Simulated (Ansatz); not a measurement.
Results of PBE-D3(BJ) (PAW; Ansatz, a first-principles code) for chalcopyrite CuGaSe₂.

Settings: plane-wave cutoff 520 eV, 8×8×8 k mesh, Fermi–Dirac smearing 0.01 eV, no spin polarisation, scalar-relativistic PAW data made under PBE.

Shape and atoms are relaxed at each volume.

Pressure at four volumes; x = ln(V/21.728 Å³). One pressure is withheld.

```
V (Å³/atom)        x  P (GPa)
-----------  -------  -------
20.859       -0.0408     3.07
21.728        0.0000     0.00
22.163        0.0198    -1.29
22.598        0.0393        ?
```

**Question.** Pass a parabola P(x) through the three rows shown, estimate the bulk modulus and its pressure derivative near zero pressure, and predict the withheld pressure.

**Answer.** Slopes between the rows: (0.00 − (3.07))/(0.0000 − (-0.0408)) = -75.25 and (-1.29 − (0.00))/(0.0198 − (0.0000)) = -65.15 GPa. Their difference over the span 0.0606 is c = 10.10/0.0606 = 166.7 GPa, so P(x) = 3.07 + (-75.25)(x − (-0.0408)) + 166.7 (x − (-0.0408))(x − (0.0000)). At the middle row B = −dP/dx = −[-75.25 + 166.7 × 0.0408] = 68.4 GPa, and B′ = dB/dP = 2c/B = 4.9. At x = 0.0393 the parabola gives -2.43 GPa; the run gives -2.43 GPa. The Birch–Murnaghan fit to the energies at all volumes has B0 = 68.2 GPa and B′ = 4.9.

Note: the bulk modulus comes from volumes at which shape and atoms were relaxed.
